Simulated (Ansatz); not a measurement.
Base system: GaAs in the zinc blende structure (space group F-43m, No. 216).

```
GaAs
1.0
    0.00000     2.82951     2.82951
    2.82951     0.00000     2.82951
    2.82951     2.82951     0.00000
As Ga
1 1
Direct
  0.75000   0.75000   0.75000
  0.00000   0.00000   0.00000
```

All numbers come from PBEsol, PAW, 420 eV (Ansatz, a first-principles code; no spin-orbit coupling).

It is then changed as follows: Al takes the place of Ga on all its sites; the structure is relaxed again.

Measured band gap: GaAs 1.57 eV (static lattice; corrected from measurement; as listed in Wei Chen et al., Physical Review Materials (2018)); AlAs 2.28 eV (static lattice; corrected from measurement; as listed in Wei Chen et al., Physical Review Materials (2018)).

Measured lattice parameter a: GaAs 5.64 Å (static lattice; corrected from measurement; as listed in Daniel Mejia-Rodriguez, S. B. Trickey, Phys. Rev. B (2018)); AlAs 5.649 Å (static lattice; corrected from measurement; as listed in Daniel Mejia-Rodriguez, S. B. Trickey, Phys. Rev. B (2018)).

Q: How well does PBEsol reproduce the measured shift?

A: With PBEsol the band gap moves by +0.92 eV (0.42 → 1.34) against +0.71 eV measured; the lattice parameter a moves by +0.016 Å (5.659 → 5.675) against +0.009 Å measured.

Gaps are read on the SCF mesh and a high-symmetry path. Stability against distortions was not tested.
